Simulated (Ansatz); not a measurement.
A made-up structure of AlSiH4S (charge +1), closed shell:

```json
{"atom": "Al1", "x (Å)": "-1.5958", "y (Å)": "-0.0075", "z (Å)": "-0.6737"}
{"atom": "S2", "x (Å)": "-0.3749", "y (Å)": "0.7206", "z (Å)": "1.1589"}
{"atom": "Si3", "x (Å)": "1.4513", "y (Å)": "0.0442", "z (Å)": "0.6817"}
{"atom": "H4", "x (Å)": "-0.6711", "y (Å)": "-0.7737", "z (Å)": "-1.6803"}
{"atom": "H5", "x (Å)": "-3.0920", "y (Å)": "0.4102", "z (Å)": "-0.5413"}
{"atom": "H6", "x (Å)": "-2.1046", "y (Å)": "-1.0823", "z (Å)": "0.2730"}
{"atom": "H7", "x (Å)": "1.7238", "y (Å)": "-0.7006", "z (Å)": "-0.5613"}
```

It is relaxed with PBE-D4/def2-SVP and then PBE0-D4/def2-TZVP (Ansatz 0.2.0). Atoms count as bonded within 1.22 times the sum of their covalent radii (H–H: 0.88 Å). The end point is not checked to be a true minimum.

Does its bonding change? (Judge from chemistry; the calculation decides.)

By the calculation: Yes. Formed: S2–H6; broken: Al1–H6.

Where it ends: The first stage lowers the energy by 3.48 eV in 31 steps. It ends as AlSiH₄S ([AlH2][SH][SiH]), total charge +1:
| atom | x (Å) | y (Å) | z (Å) |
| --- | --- | --- | --- |
| Al1 | -2.0901 | 0.1239 | -1.1768 |
| S2 | -0.6025 | -0.5905 | 0.4655 |
| Si3 | 1.0634 | 0.7795 | 1.0980 |
| H4 | -2.4811 | -1.0839 | -2.0821 |
| H5 | -2.3321 | 1.6484 | -0.9549 |
| H6 | -0.1560 | -1.8115 | 0.1086 |
| H7 | 1.9349 | -0.4550 | 1.1989 |

Labels in which every atom is bracketed show which atoms are joined, not bond orders.

For scale, one of the runs: PBE0-D4/def2-TZVP relaxation, 135 basis functions, launched by `ansatz run in.yaml --threads 2 --pin off --events-out ev --progress --plain --max-ram 4352MiB`. Hardware: 2 CPU threads of an Intel Xeon Platinum 8259CL, shared host. Wall time about 49 s.
